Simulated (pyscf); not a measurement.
Homolytic dissociation enthalpies at 298 K of Ge–H, H–Si, H–Sn bonds in 8 gas-phase molecules, in kcal/mol. PySCF, gas phase, ωB97X-D3(BJ)/def2-SVP geometries. Both columns use the same structures and thermal terms. Rows were drawn at random from the closed-shell molecules with such a bond whose radicals are computed, keep their shape and have no isomer in the data more than 5 kcal/mol lower.

```tsv
row	molecule	radicals	B3LYP-D3(BJ)/def2-TZVP	ωB97M-D3(BJ)/def2-TZVP
1	F–Si(F)(F)–SiH₃	F–Si(F)(F)–SiH₂• + H•	88.2	89.4
2	H₃C–SiH(CH₃)–CH₃	H₃C–Si•(CH₃)–CH₃ + H•	92.5	95.1
3	F–GeH(GeH₃)–GeH₃	F–Ge•(GeH₃)–GeH₃ + H•	77.5	78.6
4	HO–SnH(Cl)–Cl	HO–Sn•(Cl)–Cl + H•	66.9	70.2
5	cyclic H₆O₃Si₃ (SMILES O1[SiH2]O[SiH2]O[SiH2]1)	cyclic H₅O₃Si₃ (SMILES O1[SiH]O[SiH2]O[SiH2]1) [doublet] + H•	92.7	?
6	Cl–SiH₂–SiH(Cl)–Cl	Cl–SiH₂–Si•(Cl)–Cl + H•	85.3	87.8
7	F–SiH₂–SiH(SiH₃)–SiH₃	F–SiH₂–Si•(SiH₃)–SiH₃ + H•	82.5	84.0
8	H₃C–SnH₂–OH	H₃C–SnH•–OH + H•	72.0	73.6
```

Question: Fit a line that carries the B3LYP-D3(BJ) values to the last column and predict row 5.

Answer: In the 7 complete rows the last column lies 1.1 to 3.3 kcal/mol from B3LYP-D3(BJ) (mean 2.0, median 1.6). Least squares gives y = 3.6 + 0.98·x with residuals of 0.8 kcal/mol (root mean square). For row 5: 3.6 + 0.98 × 92.7 = 94.4 kcal/mol, an extrapolation. The computed value is 95.2 kcal/mol, 0.8 over the line. Elements up to Kr have no core potential and no relativistic terms here. Elements past Kr carry the def2 core potentials, without spin-orbit coupling.
